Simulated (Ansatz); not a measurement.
Molecule: CH₅Si, net charge -1, singlet state. It need not be the lowest isomer of its formula. Whether it binds its extra electron was not tested at this geometry. 
Geometry from a B3LYP-D3(BJ)/def2-TZVP (Ansatz, a quantum-chemistry and plane-wave program) optimisation:
```xyz
7

C     -0.0053    -0.0329    -1.2526
Si     0.0018    -0.0163     0.5259
H     -0.9065     0.3269    -1.7546
H      0.9027     0.2988    -1.7615
H      0.0247     1.2375     1.4315
H     -1.2081    -0.7003     1.1230
H      1.1943    -0.7376     1.1138
```
Charge -1, spin multiplicity 1.

Basis-set convergence of Hartree-Fock and MP2 correlation energies (hartree) with Ansatz. Valence correlation only, unless marked. No spin-orbit coupling. No relativistic terms. This anion needs diffuse functions, which these sets lack.

```json
[
 {"basis": "cc-pV(D+d)Z", "functions": "62", "E(HF)": "-329.63824", "E(corr, MP2)": "-0.26645"},
 {"basis": "cc-pV(T+d)Z", "functions": "139", "E(HF)": "…", "E(corr, MP2)": "…"}
]
```

Task: What belongs in the gaps?

Result: 
- cc-pV(T+d)Z, E(HF): -329.67006
- cc-pV(T+d)Z, E(corr, MP2): -0.33052
